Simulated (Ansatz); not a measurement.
# AlB− (quartet): wave-function methods side by side, aug-cc-pVDZ

Aim: climb from Hartree-Fock through coupled cluster and multireference methods for AlB− (quartet) at one geometry and basis, and see what each rung misses.

Computed with Ansatz 0.2.0, Gaussian basis. Level: aug-cc-pVDZ, core rule «outside noble gas», up to 6 orbitals frozen.

Plan: UHF; CCSD(T) on ROHF; CCSD(T) on UHF; BCCD(T) on ROHF; CISD; CCSDT(Q) on ROHF; CCSDT(Q) on UHF; CISDTQ; CCSDTQ on ROHF; CCSDTQ on UHF; CASSCF and MRCISD+Q, 7 electrons in 8 orbitals; CASSCF and NEVPT2, 7 electrons in 8 orbitals; Full CI.

5 further runs of the same task are left out: 2 that didn't finish, 3 set aside as unsound or not needed.

## (1) The system

The geometry is a PBE0/def2-TZVPD stationary point (not a proven minimum).

2 atoms, charge -1, spin multiplicity 4.

Atoms are counted from 1 here; the program's logs count them from 0.

Bond lengths: B1–Al2 2.064 Å.

## (2) UHF

in.yaml reads:

```yaml
crystal:
  periodic: [false, false, false]
  atoms:
    - {symbol: B, position_ang: [0.000000, 0.000000, 0.000000]}
    - {symbol: Al, position_ang: [0.000000, 0.000000, 2.064300]}
basis:
  gaussian: {orbitals: aug-cc-pVDZ}
total_charge: -1
magnetization: {spin_polarized: true, initial_magnetization: 3}
hamiltonian: {xc: hf}
output: {orbitals: {seedname: orbitals}}
```

The run is started by

```
$ ansatz run in.yaml --threads 1 --pin off --events-out ev --progress --plain --max-ram 3956MiB --backend cpu
```

The runs that follow: CCSD(T) on ROHF; CCSD(T) on UHF; BCCD(T) on ROHF; CISD; CCSDT(Q) on ROHF; CCSDT(Q) on UHF; CISDTQ; CCSDTQ on ROHF; CCSDTQ on UHF; CASSCF and MRCISD+Q, 7 electrons in 8 orbitals; CASSCF and NEVPT2, 7 electrons in 8 orbitals; Full CI.

**Question.** What will the summary of the whole plan be? Wanted: FCI below the RHF energy; RMP2 from FCI; UMP2 from FCI; RCCSD from FCI; RCCSD(T) from FCI; UCCSD(T) from FCI; RCCSDT(Q) from FCI; UCCSDT(Q) from FCI; NEVPT2 valence from FCI.

As calculated:

```
                         quantity                                                                             value
         FCI below the RHF energy                                                                        -4.1103 eV
                    RMP2 from FCI                                                                       +1141.5 meV
                    UMP2 from FCI                                                                       +1138.6 meV
                   RCCSD from FCI                                                                        +310.3 meV
                RCCSD(T) from FCI                                                                         +83.3 meV
                UCCSD(T) from FCI                                                                         +83.4 meV
               RCCSDT(Q) from FCI                                                                          +3.2 meV
               UCCSDT(Q) from FCI                                                                          +1.5 meV
          NEVPT2 valence from FCI                                                                        +733.1 meV
        MRCISD+Q valence from FCI                                                                          +6.7 meV
levels within 1 kcal/mol (43 meV)  RCCSDT, UCCSDT, CISDTQ, RCCSDT(Q), UCCSDT(Q), RCCSDTQ, UCCSDTQ, MRCISD+Q valence
                    T1 diagnostic                                                                             0.059
   effectively unpaired electrons                                                                              3.14
```

In words: RCCSD(T) lands +83.3 meV from the yardstick (2.0 % of the correlation energy). The occupations are near whole numbers, but T1 = 0.059 shows that the orbitals relax strongly. Of the multireference levels listed MRCISD+Q valence comes nearest in total energy (+6.7 meV), which doesn't show that its space is the better one. These misses are within one basis, not against nature; the frozen cores of restricted and unrestricted runs differ, which can shift their rows.
